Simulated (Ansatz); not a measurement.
# C₆H₁₀: up Jacob's ladder to CCSD(T)

The task here is to estimate one member of a computed series from the others.

Program: Ansatz 0.2.0, Gaussian basis. Level of theory: functionals in def2-TZVPP, the program's frozen cores in correlated methods. These are calculated values, not measurements.

The runs, in order: LDA (SPW92), PBE-D4, revPBE-D4, BLYP-D4, r2SCAN-D4, B97M-V, PBE0-D4, B3LYP-D4, r2SCANh-D4, r2SCAN0-D4, HSE06-D4, BHLYP-D4, CAM-B3LYP-D4, LC-ωPBE, ωB97X-V, ωB97M-V, B2PLYP, PBE-QIDH; CCSD(T)/def2-SVP; CCSD(T)/def2-TZVPP; MP2/def2-QZVPP; extrapolation to the limit; RPA on PBE.

## The relaxed structure

All runs share one geometry, relaxed beforehand with PBE0-D4 in a triple-zeta def2 set.

SMILES `C1C[C@@H]2C[C@@H]2C1`, 16 atoms, charge 0, spin multiplicity 1.

Atoms are counted from 1 here; the program's logs count them from 0.

Bond lengths: C1–C2 1.534 Å, C1–C6 1.534 Å, C1–H7 1.091 Å, C1–H8 1.093 Å, C2–C3 1.512 Å, C2–H9 1.094 Å, C2–H10 1.095 Å, C3–C4 1.499 Å, C3–C5 1.504 Å, C3–H11 1.084 Å, C4–C5 1.499 Å, C4–H12 1.084 Å, C4–H13 1.083 Å, C5–C6 1.512 Å, C5–H14 1.084 Å, C6–H15 1.095 Å, C6–H16 1.094 Å. Angles: C2–C1–C6 105.1°, C2–C1–H7 112.6°, C2–C1–H8 110.1°, C6–C1–H7 112.6°, C6–C1–H8 110.1°, H7–C1–H8 106.6°, C1–C2–C3 104.7°, C1–C2–H9 112.3°, C1–C2–H10 110.3°, C3–C2–H9 113.4°, C3–C2–H10 109.0°, H9–C2–H10 107.2°, C2–C3–C4 117.4°, C2–C3–C5 107.9°, C2–C3–H11 118.8°, C4–C3–C5 59.9°, C4–C3–H11 118.1°, C5–C3–H11 120.8° and more.

As a file:

```xyz
16
charge 0, multiplicity 1
C    -0.9026    0.9347    0.4533
C     0.3853    0.5588    1.1967
C     1.0208   -0.5149    0.3432
C     0.1319   -1.6137   -0.1567
C     0.4173   -0.4307   -1.0321
C    -0.5915    0.6951   -1.0294
H    -1.2183    1.9599    0.6546
H    -1.7226    0.2876    0.7735
H     0.1918    0.2379    2.2243
H     1.0607    1.4193    1.2473
H     2.0743   -0.7310    0.4752
H    -0.8581   -1.7284    0.2707
H     0.6088   -2.5487   -0.4233
H     1.0252   -0.5845   -1.9158
H    -0.1320    1.5858   -1.4708
H    -1.4910    0.4728   -1.6107
```

The first run:

Input file in.yaml:

```yaml
crystal:
  periodic: [false, false, false]
  atoms:
    - {symbol: C, position_ang: [-0.902617, 0.934724, 0.453309]}
    - {symbol: C, position_ang: [0.385292, 0.558778, 1.196669]}
    - {symbol: C, position_ang: [1.020757, -0.514908, 0.343219]}
    - {symbol: C, position_ang: [0.131934, -1.613697, -0.156735]}
    - {symbol: C, position_ang: [0.417277, -0.430664, -1.032125]}
    - {symbol: C, position_ang: [-0.591473, 0.695130, -1.029395]}
    - {symbol: H, position_ang: [-1.218266, 1.959926, 0.654608]}
    - {symbol: H, position_ang: [-1.722625, 0.287635, 0.773481]}
    - {symbol: H, position_ang: [0.191775, 0.237887, 2.224315]}
    - {symbol: H, position_ang: [1.060702, 1.419306, 1.247317]}
    - {symbol: H, position_ang: [2.074321, -0.730992, 0.475208]}
    - {symbol: H, position_ang: [-0.858146, -1.728449, 0.270672]}
    - {symbol: H, position_ang: [0.608801, -2.548743, -0.423253]}
    - {symbol: H, position_ang: [1.025182, -0.584534, -1.915802]}
    - {symbol: H, position_ang: [-0.131955, 1.585795, -1.470768]}
    - {symbol: H, position_ang: [-1.490980, 0.472790, -1.610711]}
basis:
  gaussian: {orbitals: def2-TZVPP}
hamiltonian: {xc: lda}
output: {orbitals: {seedname: orbitals}}
```

On the command line:

```sh
> ansatz run in.yaml --threads 2 --pin off --events-out ev --progress --plain --max-ram 32768MiB --backend cuda --devices 0, --max-vram 18GiB
```

Among the steps run: LDA; PBE-D4 (GGA); revPBE-D4 (GGA); BLYP-D4 (GGA); r2SCAN-D4 (meta-GGA); B97M-V (meta-GGA); PBE0-D4 (hybrid); B3LYP-D4 (hybrid); r2SCANh-D4 (hybrid); r2SCAN0-D4 (hybrid); HSE06-D4 (hybrid); BHLYP-D4 (hybrid); CAM-B3LYP-D4 (range-separated); LC-ωPBE (range-separated); ωB97X-V (range-separated); ωB97M-V (range-separated); B2PLYP (double hybrid); PBE-QIDH (double hybrid).

One of the session's tables, all rows but one given; the rest of the session is left out.

It belongs to the step «Frontier levels by functional». 

```
  functional  HOMO (eV)  LUMO (eV)  gap (eV)
 LDA (SPW92)      -6.40       0.42      6.81
      PBE-D4      -6.29       0.53      6.82
   revPBE-D4      -6.24       0.58      6.82
     BLYP-D4      -6.18       0.52      6.69
   r2SCAN-D4      -6.50       1.32      7.82
      B97M-V      -6.62       0.68      7.30
     PBE0-D4      -7.54       1.34      8.88
    B3LYP-D4      -7.34       1.00      8.34
  r2SCANh-D4      -6.97       1.55      8.52
  r2SCAN0-D4      -7.68       1.87      9.56
    HSE06-D4      -7.14       0.97      8.11
    BHLYP-D4      -8.71       1.94     10.66
CAM-B3LYP-D4      -8.92       2.11     11.03
     LC-ωPBE          ?          ?         ?
     ωB97X-V      -9.92       3.20     13.12
     ωB97M-V      -9.82       2.76     12.58
```

Estimate the missing values for LC-ωPBE.

**Answer.** HOMO (eV): -10.28; LUMO (eV): 3.40; gap (eV): 13.68. In the column «HOMO (eV)» it is the lowest.
